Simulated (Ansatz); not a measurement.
# C2H4: the cost of one run

Program: Ansatz 0.2.0. Level of theory: the levels named in each step. These are calculated values, not measurements.

## Step 1: The system as given

Bond lengths: C1–C2 1.316 Å, C1–H3 1.078 Å, C1–H4 1.078 Å, C2–H5 1.078 Å, C2–H6 1.078 Å. Angles: C1–C2–H5 122.0°, C1–C2–H6 122.0°, H5–C2–H6 116.0°, C2–C1–H3 122.0°, C2–C1–H4 122.0°, H3–C1–H4 116.0°.

Coordinates:

```xyz
6

C    -0.6568   -0.0426   -0.0037
C     0.6568    0.0425    0.0036
H    -1.2861    0.8205    0.1403
H    -1.1678   -0.9796   -0.1538
H     1.2861   -0.8207   -0.1395
H     1.1678    0.9797    0.1530
```

## Step 2: A rough first relaxation, PBE-D4/def2-SVP

This run stands in another session on the same molecule. It ended at:

```xyz
6

C    -0.6688   -0.0434   -0.0038
C     0.6688    0.0433    0.0038
H    -1.3088    0.8416    0.1455
H    -1.1876   -1.0035   -0.1592
H     1.3089   -0.8423   -0.1415
H     1.1875    1.0041    0.1552
```

## Step 3: Relaxation, PBE0-D4/def2-TZVPP

This run stands in another session on the same molecule. It ended at:

```xyz
6

C    -0.6601   -0.0428   -0.0036
C     0.6601    0.0428    0.0036
H    -1.2875    0.8292    0.1413
H    -1.1681   -0.9884   -0.1548
H     1.2875   -0.8293   -0.1413
H     1.1681    0.9884    0.1548
```

## Step 4: Relaxation, CCSD(T)/cc-pV(T+d)Z

input.yaml reads:

```yaml
crystal:
  periodic: [false, false, false]
  atoms:
    - { symbol: C, position_ang: [-0.66011067, -0.04280524, -0.00364358] }
    - { symbol: C, position_ang: [0.66011502, 0.04276076, 0.0036365] }
    - { symbol: H, position_ang: [-1.28752782, 0.82924144, 0.14130256] }
    - { symbol: H, position_ang: [-1.16808467, -0.98844558, -0.15484943] }
    - { symbol: H, position_ang: [1.28753389, -0.82928254, -0.14130937] }
    - { symbol: H, position_ang: [1.16808427, 0.98840117, 0.15484333] }
basis:
  gaussian: { orbitals: "cc-pV(T+d)Z.json" }
correlation:
  method: ccsd_t
relax:
  f_tol: 0.002
  max_steps: 40
```

Run with:

```console
> ansatz run input.yaml --threads 4 --pin off --max-ram 10240MiB --backend cpu --events-out ev --progress --plain --runs-dir out
```

Q: Estimate wall time and peak memory on 4 threads of Intel Xeon at 2.50GHz (Skylake/Cascade Lake), shared host.

About 3.4 min, with a peak of 0.9 GiB.
